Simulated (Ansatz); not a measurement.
## A cut through the energy surface

C$_{3}$H$_{4}$S (SMILES C#CCS), singlet, at its PBE0-D4/def2-TZVP minimum:

C1  (-0.860, 1.547, -1.105)
C2  (-0.247, 0.762, -0.436)
C3  (0.479, -0.197, 0.366)
S4  (-0.394, -1.802, 0.327)
H5  (-1.400, 2.247, -1.697)
H6  (0.546, 0.155, 1.397)
H7  (1.489, -0.324, -0.029)
H8  (0.479, -2.445, 1.120)
(Å)

The bond length C1–C2 (1.199 Å at the minimum) is set to the values below, the two halves moving rigidly along the bond. Each method's energies count from its own value at the PBE0-D4 minimum structure. Computed with Ansatz 0.2.0 (basis: def2-TZVPP); correlated methods freeze the cores. B3LYP uses VWN-RPA correlation.

CCSD(T) energies along the scan:
```
bond length (Å)  CCSD(T) (kJ/mol)
          1.031             226.6
          1.067             134.1
          1.118              49.9
          1.179               4.6
          1.246               4.8
          1.318              44.5
          1.394             114.4
          1.475             207.0
          1.559             312.0
```
They count from the CCSD(T) energy at the PBE0-D4 minimum.

Minimum and curvature along this coordinate at CCSD(T): A fifth-order fit through the nearest points gives 1.211 Å, with a curvature of about 100 eV/Å².

Question: Treat the two halves as rigid bodies and work out the harmonic wavenumber of this stretch from that curvature (ν̃ = 521.5 √(k/μ) cm⁻¹ with k in eV/Å² and μ in u).

Answer: The halves weigh 13.02 and 59.11 u, so μ = 13.02 × 59.11/72.13 = 10.670 u and ν̃ = 521.5 √(100/10.670) ≈ 1600 cm⁻¹. A true normal mode mixes in other motions, so this is a guide only.

Largest difference from the CCSD(T) curve over the scan: r2SCAN-D4 37.4; B3LYP-D4 46.9; MP2 24.0 kJ/mol. Each curve counts from its own value at the minimum.

No T1 diagnostic of these runs exceeds 0.020. The restricted Hartree–Fock reference is unstable towards an unrestricted one here. The program raised a doubt about the electronic state.

For scale, one of the runs: CCSD(T)/def2-TZVPP, 191 basis functions (an equivalent command: `ansatz run in.yaml --threads 4`). Hardware: 4 CPU threads, shared host. Wall time 17 s; peak host memory 2.2 GiB.
